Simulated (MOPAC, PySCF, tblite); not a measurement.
Potential energy curve for SMILES CCl, singlet. The C1–H5 bond (C1 also carries Cl, H, H; H5 carries nothing else) is varied alone, starting from the PBE0/def2-TZVP optimised geometry.

- RMP2/6-31G* = restricted MP2 (frozen core)/6-31G*, spherical d in PySCF
- GFN2-xTB, 300 K electronic temperature (tblite)
- PM3, restricted, heats of formation (MOPAC)
- UCCSD(T) = CCSD(T) on UHF/cc-pVDZ, 6 core orbitals frozen (PySCF 2.14.0)

Energies relative to the lowest point of each curve near equilibrium, in eV; the last columns give the difference from UCCSD(T):

```json
[
 {"R / Å": "0.88", "RMP2/6-31G*": "1.197", "GFN2-xTB": "1.101", "PM3": "1.122", "UCCSD(T)": "1.322", "RMP2/6-31G* − UCCSD(T)": "-0.125", "GFN2-xTB − UCCSD(T)": "-0.221", "PM3 − UCCSD(T)": "-0.200"},
 {"R / Å": "0.92", "RMP2/6-31G*": "0.716", "GFN2-xTB": "0.645", "PM3": "0.694", "UCCSD(T)": "0.812", "RMP2/6-31G* − UCCSD(T)": "-0.096", "GFN2-xTB − UCCSD(T)": "-0.168", "PM3 − UCCSD(T)": "-0.118"},
 {"R / Å": "0.99", "RMP2/6-31G*": "0.211", "GFN2-xTB": "0.182", "PM3": "0.219", "UCCSD(T)": "0.263", "RMP2/6-31G* − UCCSD(T)": "-0.052", "GFN2-xTB − UCCSD(T)": "-0.081", "PM3 − UCCSD(T)": "-0.044"},
 {"R / Å": "1.01", "RMP2/6-31G*": "0.129", "GFN2-xTB": "0.108", "PM3": "0.138", "UCCSD(T)": "0.169", "RMP2/6-31G* − UCCSD(T)": "-0.040", "GFN2-xTB − UCCSD(T)": "-0.061", "PM3 − UCCSD(T)": "-0.032"},
 {"R / Å": "1.06", "RMP2/6-31G*": "0.015", "GFN2-xTB": "0.011", "PM3": "0.020", "UCCSD(T)": "0.030", "RMP2/6-31G* − UCCSD(T)": "-0.014", "GFN2-xTB − UCCSD(T)": "-0.019", "PM3 − UCCSD(T)": "-0.010"},
 {"R / Å": "1.09", "RMP2/6-31G*": "0.000", "GFN2-xTB": "0.000", "PM3": "0.000", "UCCSD(T)": "0.000", "RMP2/6-31G* − UCCSD(T)": "0.000", "GFN2-xTB − UCCSD(T)": "0.000", "PM3 − UCCSD(T)": "0.000"},
 {"R / Å": "1.12", "RMP2/6-31G*": "0.017", "GFN2-xTB": "0.017", "PM3": "0.012", "UCCSD(T)": "0.003", "RMP2/6-31G* − UCCSD(T)": "0.013", "GFN2-xTB − UCCSD(T)": "0.014", "PM3 − UCCSD(T)": "0.008"},
 {"R / Å": "1.16", "RMP2/6-31G*": "0.079", "GFN2-xTB": "0.075", "PM3": "0.068", "UCCSD(T)": "0.050", "RMP2/6-31G* − UCCSD(T)": "0.030", "GFN2-xTB − UCCSD(T)": "0.025", "PM3 − UCCSD(T)": "0.018"},
 {"R / Å": "1.20", "RMP2/6-31G*": "0.180", "GFN2-xTB": "0.164", "PM3": "0.161", "UCCSD(T)": "0.135", "RMP2/6-31G* − UCCSD(T)": "0.045", "GFN2-xTB − UCCSD(T)": "0.030", "PM3 − UCCSD(T)": "0.026"},
 {"R / Å": "1.25", "RMP2/6-31G*": "0.346", "GFN2-xTB": "0.309", "PM3": "0.316", "UCCSD(T)": "0.282", "RMP2/6-31G* − UCCSD(T)": "0.064", "GFN2-xTB − UCCSD(T)": "0.027", "PM3 − UCCSD(T)": "0.034"},
 {"R / Å": "1.36", "RMP2/6-31G*": "0.812", "GFN2-xTB": "0.709", "PM3": "0.756", "UCCSD(T)": "0.710", "RMP2/6-31G* − UCCSD(T)": "0.102", "GFN2-xTB − UCCSD(T)": "-0.001", "PM3 − UCCSD(T)": "0.045"},
 {"R / Å": "1.48", "RMP2/6-31G*": "1.397", "GFN2-xTB": "1.205", "PM3": "1.327", "UCCSD(T)": "1.252", "RMP2/6-31G* − UCCSD(T)": "0.145", "GFN2-xTB − UCCSD(T)": "-0.047", "PM3 − UCCSD(T)": "0.075"},
 {"R / Å": "1.61", "RMP2/6-31G*": "2.044", "GFN2-xTB": "1.762", "PM3": "2.029", "UCCSD(T)": "1.847", "RMP2/6-31G* − UCCSD(T)": "0.197", "GFN2-xTB − UCCSD(T)": "-0.085", "PM3 − UCCSD(T)": "0.182"},
 {"R / Å": "1.79", "RMP2/6-31G*": "2.891", "GFN2-xTB": "2.496", "PM3": "3.097", "UCCSD(T)": "2.625", "RMP2/6-31G* − UCCSD(T)": "0.265", "GFN2-xTB − UCCSD(T)": "-0.129", "PM3 − UCCSD(T)": "0.472"},
 {"R / Å": "1.97", "RMP2/6-31G*": "3.640", "GFN2-xTB": "3.150", "PM3": "4.132", "UCCSD(T)": "3.281", "RMP2/6-31G* − UCCSD(T)": "0.359", "GFN2-xTB − UCCSD(T)": "-0.132", "PM3 − UCCSD(T)": "0.850"},
 {"R / Å": "2.19", "RMP2/6-31G*": "4.407", "GFN2-xTB": "3.819", "PM3": "5.192", "UCCSD(T)": "3.907", "RMP2/6-31G* − UCCSD(T)": "0.500", "GFN2-xTB − UCCSD(T)": "-0.088", "PM3 − UCCSD(T)": "1.285"},
 {"R / Å": "2.39", "RMP2/6-31G*": "4.963", "GFN2-xTB": "4.305", "PM3": "5.972", "UCCSD(T)": "4.293", "RMP2/6-31G* − UCCSD(T)": "0.670", "GFN2-xTB − UCCSD(T)": "0.012", "PM3 − UCCSD(T)": "1.679"},
 {"R / Å": "2.66", "RMP2/6-31G*": "5.512", "GFN2-xTB": "4.794", "PM3": "6.805", "UCCSD(T)": "4.542", "RMP2/6-31G* − UCCSD(T)": "0.970", "GFN2-xTB − UCCSD(T)": "0.252", "PM3 − UCCSD(T)": "2.263"},
 {"R / Å": "2.95", "RMP2/6-31G*": "5.869", "GFN2-xTB": "5.143", "PM3": "7.461", "UCCSD(T)": "4.628", "RMP2/6-31G* − UCCSD(T)": "1.241", "GFN2-xTB − UCCSD(T)": "0.515", "PM3 − UCCSD(T)": "2.833"},
 {"R / Å": "3.26", "RMP2/6-31G*": "6.018", "GFN2-xTB": "5.367", "PM3": "7.955", "UCCSD(T)": "4.656", "RMP2/6-31G* − UCCSD(T)": "1.362", "GFN2-xTB − UCCSD(T)": "0.711", "PM3 − UCCSD(T)": "3.299"},
 {"R / Å": "3.85", "RMP2/6-31G*": "5.786", "GFN2-xTB": "5.522", "PM3": "8.539", "UCCSD(T)": "4.670", "RMP2/6-31G* − UCCSD(T)": "1.116", "GFN2-xTB − UCCSD(T)": "0.853", "PM3 − UCCSD(T)": "3.869"}
]
```

RMP2/6-31G* is furthest from UCCSD(T) at 3.26 (1.362 eV, above); its mean absolute difference over the points is 0.353 eV.

GFN2-xTB is furthest from UCCSD(T) at 3.85 (0.853 eV, above); its mean absolute difference over the points is 0.165 eV.

PM3 is furthest from UCCSD(T) at 3.85 (3.869 eV, above); its mean absolute difference over the points is 0.826 eV.

The restricted form behind RMP2/6-31G*, PM3 keeps the bonding electrons paired and can't separate into open-shell fragments. The unrestricted determinant behind UCCSD(T) is spin-contaminated at 1.79 to 3.85 Å (<S²> up to 1.0, against 0.00 for a pure singlet).
